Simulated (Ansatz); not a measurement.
Grey tin (α-Sn) was calculated with r²SCAN+SOC (Ansatz, an electronic-structure program, plane waves, PAW).

Run with plane-wave cutoff 560 eV, 10×10×10 k mesh, Fermi–Dirac smearing 0.01 eV, PAW data made under PBE.

Cell (relaxed at this level):

```
CELL_PARAMETERS angstrom
      0.00000     3.28223     3.28223
      3.28223     0.00000     3.28223
      3.28223     3.28223     0.00000
ATOMIC_POSITIONS crystal
  Sn 0.00000 0.00000 0.00000
  Sn 0.25000 0.25000 0.25000
```

Question: Predict the bulk modulus and pressure derivative B′ of the bulk modulus.

Answer: 
- bulk modulus: 42.4 GPa
- pressure derivative B′ of the bulk modulus: 5.3

The run finds no gap.

Measured, for comparison: bulk modulus 42.8 GPa (0 K value with the zero-point phonon effect removed; as tabulated in Mejia-Rodriguez and Trickey (2018), arXiv:1807.09216). Computed (rounded) less measured: bulk modulus -0.9 %.
